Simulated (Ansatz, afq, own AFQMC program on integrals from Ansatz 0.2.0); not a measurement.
# SiH2O (triplet): AFQMC on the coupled-cluster ladder at distance Si1–O2 = 1.343 Å, cc-pVDZ

Aim: compute SiH2O (triplet) with auxiliary-field quantum Monte Carlo on the same integrals as coupled cluster, and set the energies side by side.

Computed with Ansatz 0.2.0, Gaussian basis, and an in-house AFQMC program (afq) on its integrals; all values are calculated. Level: cc-pVDZ, frozen cores.

To be run: PBE (unrestricted); r2SCAN (unrestricted); PBE0 (unrestricted); B3LYP (unrestricted); wB97M-V (unrestricted); B2PLYP (unrestricted); CCSD(T) on UHF; CCSDT(Q) on UHF; Phaseless AFQMC, CISD trial on UHF.

1 further run of the same task is left out (it didn't finish).

## 1. The geometry

The geometry derives from a PBE0/def2-TZVP stationary point (not a proven minimum). One bond is set to the value named and the two fragments are kept rigid.

4 atoms, charge 0, spin multiplicity 3.

Atoms are counted from 1 here; the program's logs count them from 0.

Bond lengths: Si1–O2 1.343 Å, Si1–H3 1.497 Å, O2–H4 0.960 Å. Angles: O2–Si1–H3 116.3°, Si1–O2–H4 116.5°.

## 2. PBE (unrestricted)

Contents of in.yaml:

```yaml
crystal:
  periodic: [false, false, false]
  atoms:
    - {symbol: Si, position_ang: [0.016841, -0.083164, 0.484034]}
    - {symbol: O, position_ang: [-0.080487, 0.071467, -0.846479]}
    - {symbol: H, position_ang: [0.071411, 1.174374, 1.294861]}
    - {symbol: H, position_ang: [0.736943, 0.008525, -1.345648]}
basis:
  gaussian: {orbitals: cc-pVDZ}
magnetization: {spin_polarized: true, initial_magnetization: 2}
hamiltonian: {xc: {name: PBE}}
output: {orbitals: {seedname: orbitals}}
```

Command:

```console
> ansatz run in.yaml --threads 1 --pin off --events-out ev --progress --plain --max-ram 1382MiB
```

What it wrote:

```text
Functional definition: PBE
  name "PBE"
  cite "Perdew, Burke & Ernzerhof, Phys. Rev. Lett. 77, 3865 (1996) doi:10.1103/PhysRevLett.77.3865"
  parent pbe
  parameter kappa = 0.804
  parameter beta = 0.06672455060314922
  exchange = pbe_x(kappa = kappa, mu = beta*pi^2/3)
  correlation = pbe_c(beta = beta)
489 factors; their error is unknown
mean field evaluation 1: about -9939.1802 eV, gradient 4.2e1 eV
mean field evaluation 2: about -9912.9038 eV, gradient 9.0e1 eV
mean field evaluation 4: about -9945.2078 eV, gradient 2.3e0 eV
mean field evaluation 8: about -9945.2462 eV, gradient 2.9e-2 eV
mean field evaluation 16: about -9945.2284 eV, gradient 2.9e-5 eV
mean field -9945.22838025 eV, -365.4804018564 hartree, gradient 2.9e-5 eV, S^2 2.001585; 0 other end points of the search recorded, 0 dependent functions left out
reference -9945.22840926 eV, -365.4804029223 hartree; 13, 11 occupied and 29, 31 virtual orbitals, 489 factors
Total energy: -9945.22840926 eV, -365.4804029223 hartree
```

Wall time 0.82 s (1 thread of Arm Neoverse V2, shared host).

From the report: ⟨S²⟩ of the determinant 2.002 (pure triplet: 2.00).

## 3. r2SCAN (unrestricted)

Edit in.yaml of step 2 so:

```diff
@@ -10,3 +10,2 @@
 magnetization: {spin_polarized: true, initial_magnetization: 2}
-hamiltonian: {xc: {name: PBE}}
-output: {orbitals: {seedname: orbitals}}
+hamiltonian: {xc: {name: r2SCAN}}
```

Same command.

What it wrote:

```text
Functional definition: r2SCAN
  name "r2SCAN"
  cite "Furness, Kaplan, Ning, Perdew & Sun, J. Phys. Chem. Lett. 11, 8208 (2020) doi:10.1021/acs.jpclett.0c02405"
  cite "Furness, Kaplan, Ning, Perdew & Sun, J. Phys. Chem. Lett. 11, 9248 (2020) doi:10.1021/acs.jpclett.0c03077"
  parent r2scan
  parameter k0 = 0.174
  parameter k1 = 0.065
  parameter a1 = 4.9479
  exchange = r2scan_x(k0 = k0, k1 = k1, a1 = a1)
  correlation = r2scan_c
489 factors; their error is unknown
mean field evaluation 1: about -9944.8994 eV, gradient 3.9e1 eV
mean field evaluation 2: about -9930.8203 eV, gradient 7.1e1 eV
mean field evaluation 4: about -9949.9995 eV, gradient 1.3e0 eV
mean field evaluation 8: about -9949.9994 eV, gradient 6.2e-2 eV
mean field evaluation 16: about -9949.9994 eV, gradient 2.4e-5 eV
mean field -9949.99941995 eV, -365.6557343313 hartree, gradient 2.4e-5 eV, S^2 2.003345; 0 other end points of the search recorded, 0 dependent functions left out
reference -9949.99942939 eV, -365.6557346783 hartree; 13, 11 occupied and 29, 31 virtual orbitals, 489 factors
Total energy: -9949.99942939 eV, -365.6557346783 hartree
```

Wall time 2 s (1 thread of Arm Neoverse V2, shared host).

From the report: ⟨S²⟩ of the determinant 2.003 (pure triplet: 2.00).

## 4. PBE0 (unrestricted)

Edit in.yaml of step 3 so:

```diff
@@ -10,2 +10,3 @@
 magnetization: {spin_polarized: true, initial_magnetization: 2}
-hamiltonian: {xc: {name: r2SCAN}}
+hamiltonian: {xc: {name: PBE0}}
+output: {orbitals: {seedname: orbitals}}
```

Launched as before.

What it wrote:

```text
Functional definition: PBE0
  name "PBE0"
  cite "Adamo & Barone, J. Chem. Phys. 110, 6158 (1999) doi:10.1063/1.478522"
  cite "Perdew, Burke & Ernzerhof, Phys. Rev. Lett. 77, 3865 (1996) doi:10.1103/PhysRevLett.77.3865"
  parent pbe
  parameter a = 0.25
  parameter kappa = 0.804
  parameter beta = 0.06672455060314922
  exchange = (1 - a)*pbe_x(kappa = kappa, mu = beta*pi^2/3) + a*exact_x
  correlation = pbe_c(beta = beta)
400 factors; integrals over basis functions are off by at most 1.3e-3 eV
mean field evaluation 1: about -9941.9257 eV, gradient 3.5e1 eV
mean field evaluation 2: about -9936.3557 eV, gradient 5.2e1 eV
mean field evaluation 4: about -9946.0574 eV, gradient 6.3e-1 eV
mean field evaluation 8: about -9946.1562 eV, gradient 5.6e-2 eV
mean field evaluation 16: about -9946.1563 eV, gradient 1.1e-4 eV
mean field -9946.15626785 eV, -365.5145010967 hartree, gradient 1.8e-5 eV, S^2 2.002227; 0 other end points of the search recorded, 0 dependent functions left out
reference -9946.15628952 eV, -365.5145018932 hartree; 13, 11 occupied and 29, 31 virtual orbitals, 400 factors
Total energy: -9946.15628952 eV, -365.5145018932 hartree
```

Run time: 1 s. Hardware: 1 thread of Arm Neoverse V2, shared host.

From the report: ⟨S²⟩ of the determinant 2.002 (pure triplet: 2.00).

## 5. B3LYP (unrestricted)

Edit in.yaml of step 4 so:

```diff
@@ -10,3 +10,2 @@
 magnetization: {spin_polarized: true, initial_magnetization: 2}
-hamiltonian: {xc: {name: PBE0}}
-output: {orbitals: {seedname: orbitals}}
+hamiltonian: {xc: {name: B3LYP}}
```

Launched as before.

What it wrote, cut to the lines that bear on the results:

```text
Functional definition: B3LYP
  name "B3LYP"
  cite "Stephens, Devlin, Chabalowski & Frisch, J. Phys. Chem. 98, 11623 (1994) doi:10.1021/j100096a001"
  cite "Becke, Phys. Rev. A 38, 3098 (1988) doi:10.1103/PhysRevA.38.3098"
  cite "Lee, Yang & Parr, Phys. Rev. B 37, 785 (1988) doi:10.1103/PhysRevB.37.785"
  cite "Vosko, Wilk & Nusair, Can. J. Phys. 58, 1200 (1980) doi:10.1139/p80-159"
[...]
400 factors; integrals over basis functions are off by at most 1.3e-3 eV
[...]
mean field -9952.10053750 eV, -365.7329489772 hartree, gradient 1.4e-5 eV, S^2 2.002079; 0 other end points of the search recorded, 0 dependent functions left out
reference -9952.10071897 eV, -365.7329556461 hartree; 13, 11 occupied and 29, 31 virtual orbitals, 400 factors
Total energy: -9952.10071897 eV, -365.7329556461 hartree
```

Run time: 1.1 s. Hardware: 1 thread of Arm Neoverse V2, shared host.

From the report: ⟨S²⟩ of the determinant 2.002 (pure triplet: 2.00).

## 6. wB97M-V (unrestricted)

Edit in.yaml of step 5 so:

```diff
@@ -10,2 +10,3 @@
 magnetization: {spin_polarized: true, initial_magnetization: 2}
-hamiltonian: {xc: {name: B3LYP}}
+hamiltonian: {xc: {name: wB97M-V}}
+output: {orbitals: {seedname: orbitals}}
```

The command is unchanged.

What it wrote, cut to the lines that bear on the results:

```text
Functional definition: wB97M-V
  name "wB97M-V"
  cite "Mardirossian & Head-Gordon, J. Chem. Phys. 144, 214110 (2016) doi:10.1063/1.4952647"
  cite "Becke, J. Chem. Phys. 107, 8554 (1997) doi:10.1063/1.475007"
  cite "Vydrov & Van Voorhis, J. Chem. Phys. 133, 244103 (2010) doi:10.1063/1.3521275"
  # Of w^i u^j: cxij and so on, Table III.
[...]
  gx(w, u) = 1 - cx + cx01*u + cx10*w
  gss(w, u) = css00 + css04*u^4 + css10*w + css20*w^2 + css43*w^4*u^3
  gos(w, u) = cos00 + cos10*w + (cos20 + cos21*u)*w^2 + (cos60 + cos61*u)*w^6
[...]
      + integral(e_c_pw_mod_opposite_spin*gos(b97_w_opposite, b97_u_opposite)) + vv10(b, c)
400 factors; integrals over basis functions are off by at most 1.3e-3 eV
128 factors; integrals over basis functions are off by at most 8.3e-6 eV
[...]
mean field -9950.14985716 eV, -365.6612627969 hartree, gradient 3.9e-5 eV, S^2 2.001539; 0 other end points of the search recorded, 0 dependent functions left out
reference -9950.14988643 eV, -365.6612638723 hartree; 13, 11 occupied and 29, 31 virtual orbitals, 400 factors
Total energy: -9950.14988643 eV, -365.6612638723 hartree
```

Wall time 5.5 s (1 thread of Arm Neoverse V2, shared host).

From the report: ⟨S²⟩ of the determinant 2.002 (pure triplet: 2.00).

## 7. B2PLYP (unrestricted)

Edit in.yaml of step 6 so:

```diff
@@ -10,3 +10,3 @@
 magnetization: {spin_polarized: true, initial_magnetization: 2}
-hamiltonian: {xc: {name: wB97M-V}}
-output: {orbitals: {seedname: orbitals}}
+hamiltonian: {xc: {name: B2PLYP}}
+correlation: {electrons: outside_noble_gas}
```

Launched as before.

What it wrote, cut to the lines that bear on the results:

```text
Functional definition: B2PLYP
  name "B2PLYP"
  cite "Grimme, J. Chem. Phys. 124, 034108 (2006) doi:10.1063/1.2148954"
  cite "Becke, Phys. Rev. A 38, 3098 (1988) doi:10.1103/PhysRevA.38.3098"
  cite "Lee, Yang & Parr, Phys. Rev. B 37, 785 (1988) doi:10.1103/PhysRevB.37.785"
[...]
400 factors; integrals over basis functions are off by at most 1.3e-3 eV
[...]
mean field -9944.12472656 eV, -365.4398433313 hartree, gradient 1.5e-6 eV, S^2 2.003638; 0 other end points of the search recorded, 0 dependent functions left out
6 core orbitals not correlated: weight in the atoms' cores, before any rotation towards them, 1.000 or more for the frozen orbitals, at most 0.000 for the correlated occupied ones
reference -9944.12484103 eV, -365.4398475378 hartree; 7, 5 occupied and 29, 31 virtual orbitals, 400 factors
second order -8.18834839 eV of doubles, -0.00000000 eV of singles
Total energy: -9946.33569509 eV, -365.5210949261 hartree
```

Run time: 1.1 s. Hardware: 1 thread of Arm Neoverse V2, shared host.

From the report: ⟨S²⟩ of the determinant 2.004 (pure triplet: 2.00).

## 8. CCSD(T) on UHF

Edit in.yaml of step 7 so:

```diff
@@ -10,3 +10,2 @@
 magnetization: {spin_polarized: true, initial_magnetization: 2}
-hamiltonian: {xc: {name: B2PLYP}}
-correlation: {electrons: outside_noble_gas}
+correlation: {method: ccsd_t, electrons: outside_noble_gas, hamiltonian_folder: ham}
```

Launched as before.

What it wrote, cut to the lines that bear on the results:

```text
Functional definition: HF
  name "HF"
  cite "Fock, Z. Phys. 61, 126 (1930) doi:10.1007/BF01340294"
  parent pbe
[...]
400 factors; integrals over basis functions are off by at most 1.3e-3 eV
[...]
mean field -9926.38096835 eV, -364.7877722441 hartree, gradient 3.1e-6 eV, S^2 2.004950; 0 other end points of the search recorded, 0 dependent functions left out
6 core orbitals not correlated: weight in the atoms' cores, before any rotation towards them, 1.000 or more for the frozen orbitals, at most 0.000 for the correlated occupied ones
reference -9926.38096835 eV, -364.7877722441 hartree; 7, 5 occupied and 29, 31 virtual orbitals, 400 factors
second order -6.73064229 eV of doubles, -0.00000000 eV of singles
cycle   1  -7.01175356 eV  change   -2.8e-1 eV  update   6.2e-2
[...]
cycle  10  -7.25563585 eV  change    7.9e-6 eV  update   1.3e-5
perturbative correction -0.14298007 eV, -0.0052544208 hartree
Total energy: -9933.77958427 eV, -365.0596663644 hartree
```

Run time: 0.81 s. Hardware: 1 thread of Arm Neoverse V2, shared host.

From the report: ⟨S²⟩ of the determinant 2.005 (pure triplet: 2.00); correlation -7.3986 eV; T1 0.016; largest double amplitude 0.03.

This run also writes the integrals to the folder ham.

## 9. CCSDT(Q) on UHF

Edit in.yaml of step 8 so:

```diff
@@ -10,2 +10,2 @@
 magnetization: {spin_polarized: true, initial_magnetization: 2}
-correlation: {method: ccsd_t, electrons: outside_noble_gas, hamiltonian_folder: ham}
+correlation: {method: ccsdt_q, electrons: outside_noble_gas}
```

Launched as before.

What it wrote, cut to the lines that bear on the results:

```text
Functional definition: HF
  name "HF"
  cite "Fock, Z. Phys. 61, 126 (1930) doi:10.1007/BF01340294"
  parent pbe
[...]
770 factors; integrals over basis functions are off by at most 2.0e-7 eV
[...]
mean field -9926.38110627 eV, -364.7877773127 hartree, gradient 3.1e-6 eV, S^2 2.004950; 0 other end points of the search recorded, 0 dependent functions left out
6 core orbitals not correlated: weight in the atoms' cores, before any rotation towards them, 1.000 or more for the frozen orbitals, at most 0.000 for the correlated occupied ones
reference -9926.38110627 eV, -364.7877773127 hartree; 7, 5 occupied and 29, 31 virtual orbitals, 770 factors
second order -6.73066627 eV of doubles, -0.00000000 eV of singles
cycle   1  -7.01175214 eV  change   -2.8e-1 eV  update   6.8e-2
[...]
cycle  16  -7.41378869 eV  change    2.5e-7 eV  update   8.0e-7
perturbative correction -0.01431538 eV, -0.0005260806 hartree
Total energy: -9933.80921035 eV, -365.0607551025 hartree
```

Run time: 30 s. Hardware: 1 thread of Arm Neoverse V2, shared host; peak memory 0.35 GiB.

From the report: ⟨S²⟩ of the determinant 2.005 (pure triplet: 2.00); correlation -7.4281 eV; T1 0.016; largest double amplitude 0.04.

## 10. Phaseless AFQMC, CISD trial on UHF

It reads the integrals that the CCSD(T) run on this determinant wrote.

Command:

```console
> afq ham --method phaseless --trial cisd --walkers 60 --populations 1 --least-time 40 --time-step 0.005 --steps-per-block 50 --equilibration-blocks 28 --max-blocks 300 --target-error 0.00042 --factor-cut 1e-05 --start spin_pure --seed 8160 --release-times 0.24,0.51,0.99,1.62,2.4 --release-step 0.03 --release-every 4 --taylor-order 6
```

What it wrote:

```text
orbitals 36  electrons 7 5  factors 278 of 400
reference energy -364.78777224 Eh
CCSD correlation -0.26663970 Eh in 11 cycles, weight of the determinant in the CISD state 0.9086
energy of the start -365.054273 Eh
 block  time / (1/Eh)  mean weight  energy / Eh
     1     0.250  0.9960  -365.052421
     2     0.500  0.9982  -365.054707
     3     0.750  0.9985  -365.057189
     4     1.000  0.9967  -365.056682
     5     1.250  1.0014  -365.061021
     6     1.500  0.9992  -365.063489
     7     1.750  0.9995  -365.073078
     8     2.000  0.9984  -365.063658
     9     2.250  1.0009  -365.064094
    10     2.500  1.0015  -365.062303
    13     3.250  0.9996  -365.060486
    17     4.250  0.9959  -365.061208
    21     5.250  1.0013  -365.058686
    25     6.250  1.0018  -365.059313
    29     7.250  0.9985  -365.059096
    33     8.250  1.0005  -365.054484
    37     9.250  0.9998  -365.072937
    41    10.250  0.9957  -365.068569
    45    11.250  1.0009  -365.057512
    49    12.250  1.0004  -365.056326
    53    13.250  0.9981  -365.057651
    57    14.250  1.0018  -365.055747
    61    15.250  1.0024  -365.067446
    65    16.250  1.0015  -365.059512
    69    17.250  0.9972  -365.062820
    73    18.250  0.9973  -365.061977
    77    19.250  1.0019  -365.057408
    81    20.250  1.0020  -365.059582
    85    21.250  0.9971  -365.059982
    89    22.250  0.9980  -365.055261
    93    23.250  1.0010  -365.056981
    97    24.250  0.9999  -365.061738
   101    25.250  1.0002  -365.056738
   105    26.250  0.9984  -365.056319
   109    27.250  0.9984  -365.060461
   113    28.250  0.9979  -365.052242
   117    29.250  0.9992  -365.055709
   121    30.250  1.0002  -365.057757
   125    31.250  1.0000  -365.062378
   129    32.250  0.9987  -365.056912
   133    33.250  1.0020  -365.072909
   137    34.250  0.9997  -365.059009
   141    35.250  0.9996  -365.054249
   145    36.250  0.9985  -365.058686
   149    37.250  0.9998  -365.058566
   153    38.250  1.0003  -365.057322
   157    39.250  1.0006  -365.058919
   161    40.250  1.0014  -365.061254
   165    41.250  1.0020  -365.059086
   169    42.250  0.9954  -365.074978
   173    43.250  1.0010  -365.057033
   177    44.250  0.9981  -365.055178
   181    45.250  1.0024  -365.066868
   185    46.250  1.0036  -365.063590
   189    47.250  1.0003  -365.063119
   193    48.250  0.9979  -365.061471
   197    49.250  1.0005  -365.054983
blocks merged  error / Eh  count
     1  0.000313  170
     2  0.000364  85
     4  0.000391  42
     8  0.000367  21
    16  0.000417  10
released: time / (1/Eh)  energy / Eh  error  mean overlap
  0.24  -365.060484  0.000533  1.0136
  0.51  -365.060362  0.000411  1.0095
  0.99  -365.060861  0.000513  1.0034
  1.62  -365.060684  0.000504  0.9734
  2.40  -365.060912  0.000797  0.9635
energy -365.060273 +/- 0.000391 Eh
```

Wall time 4.6 min (1 thread of Arm Neoverse V2, shared host).

Energy -9933.7961 ± 0.0106 eV. Caveats: constraint bias not in the error.

## 11. AFQMC on the ladder

On the UHF determinant, counted from CCSDT(Q) (a yardstick, not exact):

| level | energy (eV) | from CCSDT(Q) (meV) | statistical error (meV) | time |
| --- | --- | --- | --- | --- |
| HF | -9926.3810 | +7428.2 |  |  |
| MP2 | -9933.1116 | +697.6 |  |  |
| CCSD | -9933.6366 | +172.6 |  |  |
| CCSD(T) | -9933.7796 | +29.6 |  |  |
| CCSDT(Q) | -9933.8092 | 0.0 |  |  |
| Phaseless AFQMC, CISD trial, step 0.005, 60 walkers | -9933.7961 | +13.1 | 10.6 | 4.6 min |

The functionals' totals stand on their own zeros and serve differences with other points: PBE -9945.228 eV; r2SCAN -9949.999 eV; PBE0 -9946.156 eV; B3LYP -9952.101 eV; wB97M-V -9950.150 eV; B2PLYP -9946.336 eV.

## 12. Outcome

| quantity | value |
| --- | --- |
| CCSD(T) on UHF from CCSDT(Q) | +29.6 meV |
| Phaseless AFQMC, CISD trial on UHF from CCSDT(Q) | +13.1 ± 10.6 meV |

**Reading.** On UHF the phaseless walk with the CISD trial lies +13.1 meV from CCSDT(Q), within three error bars. Error bars are statistical and leave out the constraint, the time step and what remains of the start.
